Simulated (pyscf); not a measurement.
A first-order saddle from PySCF, ωB97X-D3(BJ)/def2-SVP:

```xyz
5

Ga     0.2035    -0.3130    -0.7689
O      0.9367     0.7375     0.4529
H      1.9001     0.7457     0.4988
Cl    -2.2779    -0.1093    -0.6159
H     -1.0875    -0.9490    -1.5333
```

Surface: singlet, charge 0. Lowest wavenumbers (cm⁻¹): 1207i, 131, 267, 317, 436.

### Question
What reaction is this the transition state of?

### Answer
HO–Ga (SMILES [OH][Ga]) [singlet] + HCl (SMILES Cl) <-> HO–GaH–Cl (SMILES [OH][GaH][Cl]), an insertion read from left to right: Cl–H broken and Cl–Ga, Ga–H formed. At CCSD(T)/def2-TZVPP + ΔMP2(QZVPP) it lies +108.1 kJ/mol from the left side and +239.7 kJ/mol from the right (each side as separated species at their lowest minima found). On the product side the descent ends in a point that may be a rotor saddle (no frequency run), 6.7 kJ/mol over the lowest minimum found and 247.9 kJ/mol under the saddle at ωB97X-D3(BJ)/def2-TZVP. One saddle was located; it need not be the lowest between these sides. The CCSD(T) − MP2 part came from Ansatz, without density fitting, on the same reference. The frozen core leaves the outer d or s,p core shells of the metals and heavy elements correlated in the MP2 and CC values, and def2-TZVPP describes them poorly, which can shift differences by a few kcal/mol. Elements up to Kr have no core potential and no relativistic terms here.
